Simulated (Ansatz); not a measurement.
OS (triplet). The species carries charge 0 and has multiplicity 3.

Cartesian coordinates in Å:
```
O 0.437 0.486 -0.347
S -0.437 -0.486 0.347
```

Task: List the harmonic frequencies (cm⁻¹, unscaled) at PBE0-D4/def2-TZVP in Ansatz. (An estimate is asked.)

Result: Ansatz gave: 1202.

Task: Is this a minimum?

Result: Yes, all 1 modes are real.
